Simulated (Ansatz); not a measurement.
# One shape, several levels: C2HF (fluoroacetylene)

Aim: a comparison of 6 runs (BLYP/STO-3G, PBE/STO-3G, UPBE0/STO-3G, revPBE/STO-3G, BCCD(T)/STO-3G, CCSDT/STO-3G) of C2HF (fluoroacetylene). 

The results are computed with Ansatz 0.2.0.

49 further runs of the same task are left out: 5 that didn't finish, 44 set aside as unsound or not needed.

## 1. The system as given

C2HF: 4 atoms, total charge 0, spin state singlet. As SMILES, `C#CF`. The H4–C1 distance was set to 2.126 Å, away from the relaxed value. At this shape a bond of the SMILES string is far longer than usual.

Bond lengths: C1–C2 1.192 Å, C2–F3 1.270 Å. Angles: C1–C2–F3 180.0°.

## 2. A single-point energy at BLYP/STO-3G (run 1)

Contents of run.yaml:

```yaml
crystal:
  periodic: [false, false, false]
  atoms:
    - symbol: C
      position_ang: [0.230751, -0.290496, 0.185434]
    - symbol: C
      position_ang: [0.895051, -1.124446, 0.719464]
    - symbol: F
      position_ang: [1.602381, -2.012616, 1.287954]
    - symbol: H
      position_ang: [-0.952830, 1.196740, -0.765890]
basis:
  gaussian: {orbitals: STO-3G}
hamiltonian: {xc: {name: BLYP}}
accuracy: high
```

Run with:

```sh
$ ansatz run run.yaml --threads 1 --pin off --max-ram 3480MiB --events-out events.jsonl --progress --plain --runs-dir runs
```

Standard output:

```text
Warning: RAYON_NUM_THREADS=1 ignored (pool sized by the plan → 1); use --threads N
Functional definition: BLYP
  name "BLYP"
  parameter beta = 0.0042
  parameter a = 0.04918
  parameter b = 0.132
  parameter c = 0.2533
  parameter d = 0.349
  exchange = b88_x(beta = beta)
  correlation = lyp_c(a = a, b = b, c = c, d = d)
270 factors; integrals over basis functions are off by at most 4.2e-8 eV
mean field evaluation 1: about -4726.7723 eV, gradient 3.8e1 eV
mean field evaluation 2: about -4692.4824 eV, gradient 8.9e1 eV
mean field evaluation 4: about -4729.4716 eV, gradient 2.3e1 eV
mean field evaluation 8: about -4731.2615 eV, gradient 2.2e0 eV
mean field evaluation 16: about -4731.1690 eV, gradient 5.9e-4 eV
mean field -4731.16898304 eV, -173.8672532253 hartree, gradient 4.7e-8 eV, S^2 0.000000; 0 other end points of the search recorded, 0 dependent functions left out
reference -4731.16901304 eV, -173.8672543279 hartree; 11, 11 occupied and 5, 5 virtual orbitals, 270 factors
Total energy: -4731.16901304 eV, -173.8672543279 hartree
```

Run time: 1.1 s. Hardware: 1 thread of Intel Xeon Platinum 8259CL at 2.50GHz (Skylake/Cascade Lake), shared host.

## 3. A single-point energy at PBE/STO-3G (run 2)

Contents of molecule.yaml:

```yaml
crystal:
  periodic: [false, false, false]
  atoms:
    - symbol: C
      position_ang: [0.230751, -0.290496, 0.185434]
    - symbol: C
      position_ang: [0.895051, -1.124446, 0.719464]
    - symbol: F
      position_ang: [1.602381, -2.012616, 1.287954]
    - symbol: H
      position_ang: [-0.952830, 1.196740, -0.765890]
basis:
  gaussian: {orbitals: STO-3G}
total_charge: 0
hamiltonian: {xc: pbe}
accuracy: high
```

Run with:

```sh
$ ansatz run molecule.yaml --threads 1 --pin off --max-ram 3480MiB --events-out events.jsonl --progress --plain --runs-dir runs
```

Standard output:

```text
Warning: RAYON_NUM_THREADS=1 ignored (pool sized by the plan → 1); use --threads N
Functional definition: PBE
  name "PBE"
  parameter kappa = 0.804
  parameter beta = 0.06672455060314922
  exchange = pbe_x(kappa = kappa, mu = beta*pi^2/3)
  correlation = pbe_c(beta = beta)
270 factors; integrals over basis functions are off by at most 4.2e-8 eV
mean field evaluation 1: about -4722.9434 eV, gradient 3.8e1 eV
mean field evaluation 2: about -4688.4935 eV, gradient 8.9e1 eV
mean field evaluation 4: about -4725.7524 eV, gradient 2.3e1 eV
mean field evaluation 8: about -4727.6816 eV, gradient 3.3e0 eV
mean field evaluation 16: about -4727.6188 eV, gradient 3.8e-4 eV
mean field -4727.61881295 eV, -173.7367868809 hartree, gradient 8.9e-9 eV, S^2 0.000000; 0 other end points of the search recorded, 0 dependent functions left out
reference -4727.61881433 eV, -173.7367869313 hartree; 11, 11 occupied and 5, 5 virtual orbitals, 270 factors
Total energy: -4727.61881433 eV, -173.7367869313 hartree
```

It took 1.2 s on 1 thread of Intel Xeon Platinum 8259CL at 2.50GHz (Skylake/Cascade Lake), shared host.

Run 3 isn't shown in full; the table further down has it.

## 4. A single-point energy at revPBE/STO-3G (run 4)

Contents of in.yaml:

```yaml
basis:
  gaussian:
    orbitals: STO-3G
crystal:
  periodic: [false, false, false]
  atoms:
    - {symbol: C, position_ang: [0.230751, -0.290496, 0.185434]}
    - {symbol: C, position_ang: [0.895051, -1.124446, 0.719464]}
    - {symbol: F, position_ang: [1.602381, -2.012616, 1.287954]}
    - {symbol: H, position_ang: [-0.952830, 1.196740, -0.765890]}
hamiltonian:
  xc: {name: revPBE}
accuracy: high
```

Run with:

```sh
$ ansatz run in.yaml --threads 1 --pin off --max-ram 3480MiB --events-out events.jsonl --progress --plain --runs-dir runs
```

Standard output:

```text
Warning: RAYON_NUM_THREADS=1 ignored (pool sized by the plan → 1); use --threads N
Functional definition: revPBE
  name "revPBE"
  parameter kappa = 1.245
  parameter beta = 0.06672455060314922
  exchange = pbe_x(kappa = kappa, mu = beta*pi^2/3)
  correlation = pbe_c(beta = beta)
270 factors; integrals over basis functions are off by at most 4.2e-8 eV
mean field evaluation 1: about -4727.4057 eV, gradient 3.8e1 eV
mean field evaluation 2: about -4693.6376 eV, gradient 8.9e1 eV
mean field evaluation 4: about -4730.1632 eV, gradient 2.3e1 eV
mean field evaluation 8: about -4732.0035 eV, gradient 2.6e0 eV
mean field evaluation 16: about -4731.9223 eV, gradient 3.3e-4 eV
mean field -4731.92231962 eV, -173.8949378337 hartree, gradient 5.6e-8 eV, S^2 0.000000; 0 other end points of the search recorded, 0 dependent functions left out
reference -4731.92232132 eV, -173.8949378963 hartree; 11, 11 occupied and 5, 5 virtual orbitals, 270 factors
Total energy: -4731.92232132 eV, -173.8949378963 hartree
```

Wall time 0.89 s (1 thread of Intel Xeon Platinum 8259CL at 2.50GHz (Skylake/Cascade Lake), shared host).

Run 5 isn't shown in full; the table further down has it.

## 5. A single-point energy at CCSDT/STO-3G (run 6)

in.yaml, as its differences from that of step 4:

```diff
@@ -1,4 +1 @@
-basis:
-  gaussian:
-    orbitals: STO-3G
 crystal:
@@ -10,4 +7,12 @@
     - {symbol: H, position_ang: [-0.952830, 1.196740, -0.765890]}
-hamiltonian:
-  xc: {name: revPBE}
+basis:
+  gaussian:
+    orbitals: STO-3G
 accuracy: high
+scf:
+  omitted_lower_state_checks: [cluster_reference, increment]
+correlation:
+  method: ccsdt
+  frozen_orbitals: {C: 1, F: 1, H: 0}
+magnetization:
+  spin_polarized: false
```

Run with:

```sh
$ ansatz run in.yaml --threads 1 --pin off --max-ram 3480MiB --events-out events.jsonl --progress --plain --runs-dir runs
```

Standard output, cut to the lines that bear on the results:

```text
Warning: RAYON_NUM_THREADS=1 ignored (pool sized by the plan → 1); use --threads N
Functional definition: HF
  name "HF"
[...]
270 factors; integrals over basis functions are off by at most 4.2e-8 eV
[...]
mean field -4707.97233138 eV, -173.0147919998 hartree, gradient 8.3e-8 eV, S^2 0.000000; 0 other end points of the search recorded, 0 dependent functions left out; unrestricted orbitals would lower it
3 core orbitals not correlated: weight in the atoms' cores, before any rotation towards them, 1.000 or more for the frozen orbitals, at most 0.000 for the correlated occupied ones
reference -4707.97233138 eV, -173.0147919998 hartree; 8, 8 occupied and 5, 5 virtual orbitals, 270 factors
second order -5.86144638 eV of doubles, -0.00000000 eV of singles
cycle   1  -5.91611997 eV  change    -1.2e0 eV  update   1.3e-1
[...]
cycle  32  -7.70094666 eV  change    1.5e-9 eV  update   1.3e-9
WARN: these amplitudes may be one of several solutions (largest doubles amplitude 0.48, level shift 4.88 eV)
Total energy: -4715.67327803 eV, -173.2977965695 hartree
Checks for a lower state left out: cluster_reference, increment
```

Wall time 0.42 s (1 thread of Intel Xeon Platinum 8259CL at 2.50GHz (Skylake/Cascade Lake), shared host).

## 6. The series

| run | level | frozen core orbitals | energy (Eh) | wall time |
| --- | --- | --- | --- | --- |
| 1 | BLYP/STO-3G | – | -173.867254 | 1.1 s |
| 2 | PBE/STO-3G | – | -173.736787 | 1.2 s |
| 3 | UPBE0/STO-3G | – | -173.754756 | 3.6 s |
| 4 | revPBE/STO-3G | – | -173.894938 | 0.89 s |
| 5 | BCCD(T)/STO-3G | 3 | -173.297997 | 0.28 s |
| 6 | CCSDT/STO-3G | 3 | -173.297797 | 0.42 s |

## 7. What came out

| quantity | value |
| --- | --- |
| run 6: total energy | -173.29780 Eh |
| run 6: correlation energy (3 core orbitals frozen) | -283.0 mEh |
| run 6: T1 diagnostic | 0.023 |

Totals of different functionals can't be ranked against each other. In runs 5, 6 the log says that unrestricted orbitals would lower the reference, so the values rest on an unstable closed-shell determinant (other closed-shell runs at this shape may share the fault). In runs 1, 2, 3, 4, 5, 6 the basis is minimal, so the values are rough. In runs 1, 2, 4 a closed-shell determinant meets a far-stretched bond, which it describes badly. Spin contamination of the reference: run 3 ⟨S²⟩ = 0.60. Where it is this large, the reference is a mixture of spin states, and values that rest on it are in doubt. All runs together took 7.5 s, the longest 3.6 s.
